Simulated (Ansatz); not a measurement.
in.yaml

```yaml
crystal:
  periodic: [false, false, false]
  atoms:
    - {symbol: B, position_ang: [0.000000, 0.000000, 0.000000]}
    - {symbol: C, position_ang: [0.000000, 0.000000, 1.488912]}
basis:
  gaussian: {orbitals: def2-SVP}
magnetization: {spin_polarized: false, initial_magnetization: 1}
correlation: {active_space: {window: {electrons: 9, orbitals: 6}}}
```

```sh
$ ansatz run in.yaml --threads 1 --pin off --events-out ev --progress --plain --max-ram 2393MiB
```

Output:

```
290 factors; integrals over basis functions are off by at most 1.0e-3 eV
mean field evaluation 1: about -1690.4170 eV, gradient 1.3e1 eV
mean field evaluation 2: about -1690.4190 eV, gradient 1.3e1 eV
mean field evaluation 4: about -1691.1303 eV, gradient 1.5e0 eV
mean field evaluation 8: about -1691.1540 eV, gradient 2.2e-1 eV
mean field evaluation 16: about -1691.1968 eV, gradient 7.5e-1 eV
mean field evaluation 32: about -1692.0503 eV, gradient 8.6e-5 eV
mean field evaluation 64: about -1688.7816 eV, gradient 9.2e-2 eV
mean field evaluation 96: about -1691.2539 eV, gradient 8.2e0 eV
mean field evaluation 128: about -1691.4154 eV, gradient 2.9e0 eV
mean field evaluation 160: about -1691.1559 eV, gradient 6.3e-5 eV
mean field -1692.33689148 eV, -62.1922336546 hartree, gradient 1.8e-6 eV, S^2 0.750000; 15 other end points of the search recorded, 0 dependent functions left out
reference -1692.33689148 eV, -62.1922336546 hartree; 6, 5 occupied and 22, 23 virtual orbitals, 290 factors
state -1693.49625332 eV, -62.2348394164 hartree
Total energy: -1693.49625332 eV, -62.2348394164 hartree
```

Natural occupations: 2.0000 1.9992 1.9703 1.8787 1.0218 0.1300.

Ran on 1 thread of Arm Neoverse V2, shared host: 0.96 s wall, 0.07 GiB peak host memory.
